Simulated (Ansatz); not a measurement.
Geometry optimisation, RKS PBE/6-31G* in Ansatz 0.2.0.

Input file:

```yaml
crystal:
  periodic: [false, false, false]
  atoms:
    - { symbol: Si, position_ang: [0.0, 0.0, 0.0] }
    - { symbol: O, position_ang: [0.0, 0.0, 2.03] }
    - { symbol: H, position_ang: [-0.9095, -0.2814, 2.3671] }
    - { symbol: H, position_ang: [1.3768, 0.0, -0.4862] }
    - { symbol: Si, position_ang: [-1.0456, 1.8115, -0.7393] }
    - { symbol: H, position_ang: [-2.4302, 1.478, -1.0607] }
    - { symbol: H, position_ang: [-1.0215, 2.8436, 0.2931] }
    - { symbol: H, position_ang: [-0.3743, 2.3069, -1.9374] }
    - { symbol: H, position_ang: [-0.6877, -1.1914, -0.4862] }
    - { symbol: H, position_ang: [0.9186, -1.3949, 0.555] }
    - { symbol: H, position_ang: [0.7199, -1.0931, 1.4744] }
basis:
  gaussian: { orbitals: "6-31G*" }
hamiltonian:
  xc: pbe
relax:
  f_tol: 0.15
  max_steps: 25
  restrain:
    - { distance: [0, 9], at: 1.46, k: 30.0 }
    - { distance: [10, 1], at: 1.01, k: 30.0 }
    - { distance: [0, 1], at: 2.88, k: 30.0 }
    - { distance: [10, 9], at: 1.86, k: 30.0 }
```

Run as:

```bash
$ ansatz run input.yaml --threads 1 --pin off --max-ram 2048MiB --backend cpu --events-out ev --progress --plain --runs-dir out
```

Problem. Where does it end, and by what steps?

Solution. The run converged. The restraints hold the end off the free minimum. After 19 steps the energy has fallen by 2.226 eV (the restraints' own energy left out); H4 moved furthest, 1.33 Å. Parted: Si1–O2 (2.03 → 2.88 Å). Joined: O2–H11 (1.42 → 0.99 Å).

```json
{"step": "0", "energy less start (eV)": "0.0000", "largest force component (eV/Å)": "2.590", "accepted": "yes"}
{"step": "1", "energy less start (eV)": "0.8758", "largest force component (eV/Å)": "2.415", "accepted": "yes"}
{"step": "2", "energy less start (eV)": "0.8439", "largest force component (eV/Å)": "2.192", "accepted": "yes"}
{"step": "3", "energy less start (eV)": "0.1021", "largest force component (eV/Å)": "2.065", "accepted": "yes"}
{"step": "4", "energy less start (eV)": "-0.7390", "largest force component (eV/Å)": "1.542", "accepted": "yes"}
{"step": "5", "energy less start (eV)": "-1.2816", "largest force component (eV/Å)": "0.985", "accepted": "yes"}
{"step": "6", "energy less start (eV)": "-1.5966", "largest force component (eV/Å)": "1.405", "accepted": "yes"}
{"step": "7", "energy less start (eV)": "-1.7632", "largest force component (eV/Å)": "1.014", "accepted": "yes"}
{"step": "8", "energy less start (eV)": "-1.8706", "largest force component (eV/Å)": "1.142", "accepted": "yes"}
{"step": "9", "energy less start (eV)": "-1.8873", "largest force component (eV/Å)": "1.930", "accepted": "yes"}
{"step": "10", "energy less start (eV)": "-2.0306", "largest force component (eV/Å)": "0.893", "accepted": "yes"}
{"step": "11", "energy less start (eV)": "-2.1045", "largest force component (eV/Å)": "0.984", "accepted": "yes"}
{"step": "12", "energy less start (eV)": "-2.1539", "largest force component (eV/Å)": "0.717", "accepted": "yes"}
{"step": "13", "energy less start (eV)": "-2.1855", "largest force component (eV/Å)": "0.583", "accepted": "yes"}
{"step": "14", "energy less start (eV)": "-2.1843", "largest force component (eV/Å)": "0.869", "accepted": "no"}
{"step": "15", "energy less start (eV)": "-2.1943", "largest force component (eV/Å)": "0.622", "accepted": "yes"}
{"step": "16", "energy less start (eV)": "-2.2029", "largest force component (eV/Å)": "0.612", "accepted": "yes"}
{"step": "17", "energy less start (eV)": "-2.2143", "largest force component (eV/Å)": "0.635", "accepted": "yes"}
{"step": "18", "energy less start (eV)": "-2.2144", "largest force component (eV/Å)": "0.882", "accepted": "yes"}
{"step": "19", "energy less start (eV)": "-2.2263", "largest force component (eV/Å)": "0.617", "accepted": "yes"}
```

```xyz
11
Properties=species:S:1:pos:R:3
Si 0.390 -0.323 -0.556
O -0.818 0.041 2.038
H -1.294 -0.807 2.133
H 1.312 -0.422 -1.744
Si -0.782 1.709 -0.496
H -2.233 1.484 -0.201
H -0.197 2.618 0.543
H -0.691 2.420 -1.822
H -0.525 -1.514 -0.621
H 1.251 -0.500 0.632
H 0.135 -0.226 2.103
```

Time of the run: 40 s on 1 thread of Arm Neoverse V2, with other jobs on the host, peak memory 0.11 GiB.
